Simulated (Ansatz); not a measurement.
Molecular dynamics of CH$_{4}$LiSi

The input (input.yaml):

```yaml
crystal:
  periodic: [false, false, false]
  atoms:
    - { symbol: Li, position_ang: [-2.975501, -0.888451, 0.066762] }
    - { symbol: Si, position_ang: [-0.605954, -0.810473, -0.010387] }
    - { symbol: C, position_ang: [0.625651, 0.685988, 0.081978] }
    - { symbol: H, position_ang: [0.294008, -1.966859, -0.437612] }
    - { symbol: H, position_ang: [1.097018, 0.881108, -0.90629] }
    - { symbol: H, position_ang: [0.116037, 1.617294, 0.404443] }
    - { symbol: H, position_ang: [1.448732, 0.481394, 0.801097] }
magnetization:
  spin_polarized: true
  initial_magnetization: 1
basis:
  gaussian: { orbitals: def2-SVP }
hamiltonian:
  xc: blyp
md:
  timestep: 1.0
  n_steps: 400
  ensemble: nve
  temperature: 1500.0
  initial_velocities: maxwell_boltzmann
  seed: 925999
```

Launched with:

```bash
$ ansatz run input.yaml --threads 2 --pin off --max-ram 3072MiB --backend cpu --events-out ev --progress --plain --runs-dir out
```

It starts from a relaxed structure.

Output, in part (step lines, the closing report, with atoms numbered from 0):

```
md step     0: t =     0.00 fs  T =  1500.0 K  F+E_penalty+E_count = -9178.65597943 eV  E_kin = 0.969450 eV  conserved = -9177.68652944 eV  (59 SCF iters)
md step     1: t =     1.00 fs  T =  1401.9 K  F+E_penalty+E_count = -9178.58828875 eV  E_kin = 0.906071 eV  conserved = -9177.68221755 eV  (62 SCF iters)
md step     2: t =     2.00 fs  T =  1189.7 K  F+E_penalty+E_count = -9178.44410664 eV  E_kin = 0.768928 eV  conserved = -9177.67517847 eV  (38 SCF iters)
md step     3: t =     3.00 fs  T =  1014.4 K  F+E_penalty+E_count = -9178.32695582 eV  E_kin = 0.655602 eV  conserved = -9177.67135342 eV  (34 SCF iters)
md step     4: t =     4.00 fs  T =   961.2 K  F+E_penalty+E_count = -9178.29434952 eV  E_kin = 0.621209 eV  conserved = -9177.67314027 eV  (36 SCF iters)
md step     5: t =     5.00 fs  T =   994.1 K  F+E_penalty+E_count = -9178.32081287 eV  E_kin = 0.642490 eV  conserved = -9177.67832317 eV  (37 SCF iters)
md step     6: t =     6.00 fs  T =   999.6 K  F+E_penalty+E_count = -9178.32888830 eV  E_kin = 0.646065 eV  conserved = -9177.68282309 eV  (38 SCF iters)
md step     7: t =     7.00 fs  T =   883.5 K  F+E_penalty+E_count = -9178.25333078 eV  E_kin = 0.571035 eV  conserved = -9177.68229538 eV  (37 SCF iters)
[... lines left out ...]
md step   397: t =   397.00 fs  T =   698.0 K  F+E_penalty+E_count = -9178.12741298 eV  E_kin = 0.451133 eV  conserved = -9177.67628022 eV  (34 SCF iters)
md step   398: t =   398.00 fs  T =   715.1 K  F+E_penalty+E_count = -9178.13792211 eV  E_kin = 0.462201 eV  conserved = -9177.67572070 eV  (34 SCF iters)
md step   399: t =   399.00 fs  T =   781.9 K  F+E_penalty+E_count = -9178.18117053 eV  E_kin = 0.505373 eV  conserved = -9177.67579741 eV  (33 SCF iters)
md step   400: t =   400.00 fs  T =   898.1 K  F+E_penalty+E_count = -9178.25753005 eV  E_kin = 0.580447 eV  conserved = -9177.67708340 eV  (59 SCF iters)
Total energy: -9178.25786909 eV, -337.2947554425 hartree
Atom 0 at    -2.988008    -0.886409    -0.532364 Å, force     0.289988     0.039186     0.113019 eV/Å
Atom 1 at    -0.599020    -0.822322     0.173360 Å, force    -1.872764     2.208578     0.311996 eV/Å
Atom 2 at     0.638865     0.700576     0.013327 Å, force    -1.583812     1.213110    -1.070149 eV/Å
Atom 3 at     0.160219    -1.990180    -0.031512 Å, force     1.487068    -1.728266    -0.282603 eV/Å
Atom 4 at     1.133911     1.002571     0.949710 Å, force     0.686600    -0.356137    -0.026999 eV/Å
Atom 5 at     1.234384     0.442712    -0.877680 Å, force     0.975456    -0.062025     0.346678 eV/Å
Atom 6 at     0.162729     1.700092    -0.355493 Å, force     0.017463    -1.314446     0.608059 eV/Å
Dipole moment:    -1.094407    -0.003018    -0.263211 e Å
```

The steps, from the saved trajectory:

```csv
time (fs),T (K),potential energy less start (eV),conserved less start (meV/atom)
0.0,1500,0.000,0.00
13.0,420,0.710,1.72
26.0,952,0.366,1.65
39.0,542,0.628,1.35
52.0,1079,0.273,0.20
65.0,641,0.567,1.64
78.0,1028,0.311,0.89
91.0,508,0.653,1.63
104.0,962,0.356,1.27
117.0,585,0.600,1.29
130.0,802,0.460,1.28
143.0,1030,0.311,1.05
156.0,972,0.350,1.25
169.0,733,0.504,1.15
182.0,629,0.576,1.84
195.0,680,0.536,0.79
208.0,627,0.574,1.40
221.0,794,0.466,1.47
234.0,830,0.440,0.99
247.0,794,0.465,1.21
260.0,963,0.357,1.36
273.0,619,0.578,1.17
286.0,709,0.521,1.39
299.0,447,0.692,1.60
312.0,764,0.483,1.03
325.0,665,0.551,1.58
338.0,853,0.423,0.73
351.0,822,0.448,1.40
364.0,791,0.467,1.32
377.0,806,0.457,1.22
390.0,1024,0.309,0.19
```

The run went to its last step. The conserved energy stayed within 2.6 meV per atom of its start (net change 1.3 meV per atom), so the integration is sound. The temperature averaged 0.50 of the 1500 K drawn at the start: a run that starts near a minimum puts about half its kinetic energy into the potential. A run of 0.4 ps of so small a system gives no equilibrium averages.

The same pairs are bonded in the first frame and the last. Pairs count as bonded within 1.25 times the sum of covalent radii (0.12 Å more for H–H).

Last frame:

```xyz
7
Properties=species:S:1:pos:R:3
Li -2.988 -0.886 -0.532
Si -0.599 -0.822 0.173
C 0.639 0.701 0.013
H 0.160 -1.990 -0.032
H 1.134 1.003 0.950
H 1.234 0.443 -0.878
H 0.163 1.700 -0.355
```

Run time: 19 min on 2 threads of Arm Neoverse N1 (shared host), peak memory 0.14 GiB.
